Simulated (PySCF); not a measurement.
**Simulated absorption spectrum**

Compound: C3H2ClFO.
Numbering: `[O:1]=[C:2]([Cl:3])/[CH:4]=[CH:5]/[F:6]` (hydrogens: H7 on C4; H8 on C5)

Computed, not measured: TDDFT PBE0/def2-SVPD, vertical, gas phase, core orbitals frozen in the response in PySCF. Geometry: GFN2-xTB, one conformer, isolated molecule. Torsions of this conformer, `[O:1]=[C:2]([Cl:3])/[CH:4]=[CH:5]/[F:6]`: O1–C2–C4–C5 0°.

Computed states:

```csv
state,E (eV),f
S1,4.49,0.0000
S2,5.66,0.0003
S3,5.93,0.377
S4,6.09,0.018
S5,7.51,0.0003
S6,7.68,0.0017
S7,7.96,0.093
S8,7.99,0.0006
```

Broadening: Gaussians 0.25 eV wide at half height, area fixed by f = 4.319×10⁻⁹ ∫ε dν̃. The cross-section is σ = 3.8235×10⁻²¹ ε cm², given in Mb (10⁻¹⁸ cm²). The width is an assumption, not a result. The curve ends short of the highest state used, and states not computed would add to its high-energy end.

(1) Give the broadened spectrum and its maxima.

(2) Coming from long wavelengths, where does ε first pass 100 L mol⁻¹ cm⁻¹?

(3) On this curve, what absorbance would a 10⁻⁵ mol/L sample give at 193 nm over a 1 cm path?

## Answers

(1) 
```json
{"E (eV)": "4.12", "σ (Mb)": "0.00"}
{"E (eV)": "4.21", "σ (Mb)": "0.00"}
{"E (eV)": "4.31", "σ (Mb)": "0.00"}
{"E (eV)": "4.40", "σ (Mb)": "0.00"}
{"E (eV)": "4.49", "σ (Mb)": "0.00"}
{"E (eV)": "4.59", "σ (Mb)": "0.00"}
{"E (eV)": "4.68", "σ (Mb)": "0.00"}
{"E (eV)": "4.77", "σ (Mb)": "0.00"}
{"E (eV)": "4.87", "σ (Mb)": "0.00"}
{"E (eV)": "4.96", "σ (Mb)": "0.00"}
{"E (eV)": "5.05", "σ (Mb)": "0.00"}
{"E (eV)": "5.15", "σ (Mb)": "0.00"}
{"E (eV)": "5.24", "σ (Mb)": "0.00"}
{"E (eV)": "5.33", "σ (Mb)": "0.00"}
{"E (eV)": "5.43", "σ (Mb)": "0.01"}
{"E (eV)": "5.52", "σ (Mb)": "0.13"}
{"E (eV)": "5.62", "σ (Mb)": "2.12"}
{"E (eV)": "5.71", "σ (Mb)": "17.14"}
{"E (eV)": "5.80", "σ (Mb)": "70.85"}
{"E (eV)": "5.90", "σ (Mb)": "149.35"}
{"E (eV)": "5.99", "σ (Mb)": "139.44"}
{"E (eV)": "6.08", "σ (Mb)": "67.34"}
{"E (eV)": "6.18", "σ (Mb)": "15.88"}
{"E (eV)": "6.27", "σ (Mb)": "2.92"}
{"E (eV)": "6.36", "σ (Mb)": "0.37"}
{"E (eV)": "6.46", "σ (Mb)": "0.02"}
{"E (eV)": "6.55", "σ (Mb)": "0.00"}
{"E (eV)": "6.64", "σ (Mb)": "0.00"}
{"E (eV)": "6.74", "σ (Mb)": "0.00"}
{"E (eV)": "6.83", "σ (Mb)": "0.00"}
{"E (eV)": "6.93", "σ (Mb)": "0.00"}
{"E (eV)": "7.02", "σ (Mb)": "0.00"}
{"E (eV)": "7.11", "σ (Mb)": "0.00"}
{"E (eV)": "7.21", "σ (Mb)": "0.00"}
{"E (eV)": "7.30", "σ (Mb)": "0.02"}
{"E (eV)": "7.39", "σ (Mb)": "0.09"}
```

Maxima: 209 nm (5.94 eV), ε about 41000, made up of S3 (98%) (ε in L mol⁻¹ cm⁻¹; maxima over ε = 5, shares over 10%). At its high-energy end, 7.39 eV, the curve is still rising (ε about 25, from S5 and S6).

(2) At about 223 nm (5.56 eV), 1.07 eV above S1.

(3) 193 nm is 6.424 eV, where ε is about 16 L mol⁻¹ cm⁻¹, so A = ε c l ≈ 0.00016 (Beer–Lambert, with the gas-phase spectrum and the assumed width).

Time: 12 s of wall time; peak memory 0.61 GiB. Hardware: one thread, Arm Neoverse V1 (aarch64), shared host with 32 logical CPUs at a one-minute load of 26.
